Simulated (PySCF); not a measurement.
Bonds broken one at a time in the series allenyl-X. Isolated molecules, 0 K electronic values unless said otherwise. One relaxed conformer stands for each flexible species; it need not be the lowest. Strings in code marks are SMILES.

Method: PBE-D3(BJ)/def2-TZVP // B3LYP-D3(BJ)/def2-TZVP (PySCF). 

```csv
species,dipole moment (D)
radical fragment (`[S]C`),1.75
radical fragment (`[CH]=C`),0.72
whole molecule (`C=C=CC#C`),0.74
radical fragment (`[GeH3]`),0.05
```
